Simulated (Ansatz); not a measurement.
Reactions of `N=O`.

Computed with Ansatz on PBE0-D4/def2-TZVP structures; ΔE is electronic, products minus reactants. CCSD(T)/CBS is frozen-core, at the limit of the def2 triple- and quadruple-zeta sets. Functionals use def2-TZVPP. B3LYP here is the variant with VWN-RPA as its local correlation; programs differ in this. No spin–orbit coupling; open shells (•) take unrestricted orbitals. Spin–orbit coupling would lower the free atoms: a little for O.

```tsv
reaction	B3LYP-D4 (kJ/mol)	HF/CBS(def2) (kJ/mol)
`N=O` + `[OH]`• → `[N]=O`• + H₂O	-297	-258
`N=O` + `[SiH3]`• → `[N]=O`• + SiH₄	-185	-211
`N=O` + H• → `[N]=O`• + H₂	-247	-243
`N=O` + `[CH3]`• → `[N]=O`• + CH₄	-252	-249
`N=O` → H• + `[N]=O`•	215	108
`N=O` → H• + N• + O•	864	336
```

Q: Give the CCSD(T)/CBS values in the same order. (An estimate is asked.)

A: The calculation gave: -304, -181, -235, -247, 224, 855 kJ/mol.

Largest T1 diagnostic: 0.024, for `[N]=O`•.
